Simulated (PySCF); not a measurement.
# One shape, several levels: C2H3Si (SMILES [C]#C[SiH3])

We compute a comparison of 6 runs (UB3LYP/STO-3G, UB3LYP/3-21G, UB3LYP/6-31G*, UB3LYP/6-31+G*, UB3LYP/6-311++G(2d,2p), UB3LYP/6-311++G(3df,3pd)) of C2H3Si. The job is set up through a Python script.

The results are computed with PySCF 2.14.0.

1 further run of the same task is left out (set aside as unsound or not needed).

### 1 The molecule

The species is C2H3Si (6 atoms), meant as a doublet with charge 0. SMILES: `[C]#C[SiH3]`. Geometry: relaxed at PBE0-D4/def2-TZVP.

Bond lengths: C1–C2 1.212 Å, C2–Si3 1.827 Å, Si3–H4 1.482 Å, Si3–H5 1.482 Å, Si3–H6 1.482 Å. Angles: C1–C2–Si3 179.9°, C2–Si3–H4 108.8°, C2–Si3–H5 108.8°, C2–Si3–H6 108.8°, H4–Si3–H5 110.1°, H4–Si3–H6 110.1°, H5–Si3–H6 110.1°.

### 2 The energy at UB3LYP/STO-3G (run 1)

calc.py reads:

```python
# [C]#C[SiH3]
from pyscf import gto, dft

system = gto.M(
    atom='''
C        1.099800      -1.943700       1.067500
C        0.563900      -0.994100       0.538900
Si      -0.246300       0.437400      -0.257000
H       -1.451000      -0.035700      -0.979200
H        0.706200       1.059100      -1.207200
H       -0.630600       1.412800       0.790800
''',
    spin=1,
    basis='sto-3g',
    max_memory=1860,
    verbose=3,
)

mf = dft.UKS(system, xc='b3lyp')
mf.grids.level = 4
mf.conv_tol = 1e-10
mf.kernel()
if not mf.converged:
    mf = mf.newton().run(mf.mo_coeff, mf.mo_occ)

e_final = mf.e_tot
print('E(%s) = %.9f' % ('B3LYP', e_final))
```

Run with:

```bash
$ OMP_NUM_THREADS=1 python calc.py
```

The program printed:

```text
converged SCF energy = -363.014286459591  <S^2> = 0.77504636  2S+1 = 2.0248915
E(B3LYP) = -363.014286460
```

Wall time 4.5 s (1 thread of Arm Neoverse V2, shared host); peak memory 0.21 GiB.

### 3 A single-point energy at UB3LYP/3-21G (run 2)

job.py reads:

```python
# [C]#C[SiH3]
from pyscf import gto, dft

mol = gto.Mole()
mol.atom = [
    ('C', (1.099800, -1.943700, 1.067500)),
    ('C', (0.563900, -0.994100, 0.538900)),
    ('Si', (-0.246300, 0.437400, -0.257000)),
    ('H', (-1.451000, -0.035700, -0.979200)),
    ('H', (0.706200, 1.059100, -1.207200)),
    ('H', (-0.630600, 1.412800, 0.790800)),
]
mol.verbose = 3
mol.basis = '3-21g'
mol.max_memory = 1860
mol.spin = 1
mol.charge = 0
mol.build()

ks = dft.UKS(mol)
ks.xc = 'b3lyp'
ks.grids.level = 4
ks.conv_tol = 1e-10
ks.kernel()
if not ks.converged:
    ks = ks.newton().run(ks.mo_coeff, ks.mo_occ)

e_final = ks.e_tot
print('Final energy', e_final)
```

Run with:

```bash
$ OMP_NUM_THREADS=1 python job.py
```

The program printed:

```text
WARN: HOMO -0.312774702400185 >= LUMO -0.312774702400187

converged SCF energy = -365.369061976569  <S^2> = 0.77513985  2S+1 = 2.0249838
Final energy -365.3690619765687
```

Run time: 7.5 s. Hardware: 1 thread of Arm Neoverse V2, shared host; peak memory 0.25 GiB.

Runs 3 to 4 aren't shown in full; the table further down has their settings and results.

### 4 A single-point energy at UB3LYP/6-311++G(2d,2p) (run 5)

calc.py: that of step 2 with these lines changed.

```diff
@@ -1,5 +1,4 @@
-# [C]#C[SiH3]
 from pyscf import gto, dft
 
-system = gto.M(
+molecule = gto.M(
     atom='''
@@ -12,9 +11,10 @@
 ''',
+    verbose=3,
     spin=1,
-    basis='sto-3g',
+    charge=0,
+    basis='6-311++g(2d,2p)',
     max_memory=1860,
-    verbose=3,
 )
 
-mf = dft.UKS(system, xc='b3lyp')
+mf = dft.UKS(molecule, xc='b3lyp')
 mf.grids.level = 4
@@ -25,3 +25,3 @@
 
-e_final = mf.e_tot
-print('E(%s) = %.9f' % ('B3LYP', e_final))
+e_tot = mf.e_tot
+print(f'total energy: {e_tot:.8f} hartree')
```

Run with:

```bash
$ OMP_NUM_THREADS=1 python calc.py
```

The program printed:

```text
converged SCF energy = -367.375293951636  <S^2> = 0.77287207  2S+1 = 2.0227428
total energy: -367.37529395 hartree
```

Wall time 36 s (1 thread of Arm Neoverse V2, shared host); peak memory 0.65 GiB.

### 5 The energy at UB3LYP/6-311++G(3df,3pd) (run 6)

calc.py reads:

```python
# [C]#C[SiH3]
from pyscf import gto, dft

mol = gto.Mole()
mol.atom = [
    ('C', (1.099800, -1.943700, 1.067500)),
    ('C', (0.563900, -0.994100, 0.538900)),
    ('Si', (-0.246300, 0.437400, -0.257000)),
    ('H', (-1.451000, -0.035700, -0.979200)),
    ('H', (0.706200, 1.059100, -1.207200)),
    ('H', (-0.630600, 1.412800, 0.790800)),
]
mol.verbose = 4
mol.max_memory = 1860
mol.charge = 0
mol.basis = '6-311++g(3df,3pd)'
mol.spin = 1
mol.build()

mf = dft.UKS(mol)
mf.xc = 'b3lyp'
mf.grids.level = 4
mf.conv_tol = 1e-10
mf.kernel()
if not mf.converged:
    mf = mf.newton().run(mf.mo_coeff, mf.mo_occ)

etot = mf.e_tot
print('E = %.10f Eh' % etot)
```

Run with:

```bash
$ OMP_NUM_THREADS=1 python calc.py
```

The program printed:

```text
PySCF version 2.14.0

[... 55 lines left out ...]
WARN: HOMO -0.318865458593406 >= LUMO -0.318865458593405
[... 70 lines left out ...]
converged SCF energy = -367.381391989202  <S^2> = 0.77248594  2S+1 = 2.0223609
E = -367.3813919892 Eh
```

It took 83 s on 1 thread of Arm Neoverse V2, shared host; peak memory 1.6 GiB.

### 6 The series

| run | level | energy (Eh) | dipole moment (D) | HOMO energy (eV) | LUMO energy (eV) | wall time |
| --- | --- | --- | --- | --- | --- | --- |
| 1 | UB3LYP/STO-3G | -363.014286 | 0.91 | -5.50 | -1.93 | 4.5 s |
| 2 | UB3LYP/3-21G | -365.369062 | 0.76 | -7.95 | -4.96 | 7.5 s |
| 3 | UB3LYP/6-31G* (spherical functions) | -367.316814 | 0.65 | -7.83 | -5.00 | 11 s |
| 4 | UB3LYP/6-31+G* (spherical functions) | -367.323927 | 0.78 | -8.11 | -5.39 | 14 s |
| 5 | UB3LYP/6-311++G(2d,2p) | -367.375294 | 0.75 | -8.19 | -5.45 | 36 s |
| 6 | UB3LYP/6-311++G(3df,3pd) | -367.381392 | 0.73 | -8.20 | -5.44 | 83 s |

### 7 Summary of results

```
                                 quantity          value
                      run 6: total energy  -367.38139 Eh
                     run 6: dipole moment         0.73 D
run 6: HOMO energy (highest over α and β)       -8.20 eV
 run 6: LUMO energy (lowest over α and β)       -5.44 eV
                              run 6: ⟨S²⟩          0.772
```

**Reading.** The dipole moment (its size) runs from 0.65 D (UB3LYP/6-31G*) to 0.91 D (UB3LYP/STO-3G). In run 1 the basis is minimal, so the values are rough. All runs together took 2.6 min, the longest 83 s.
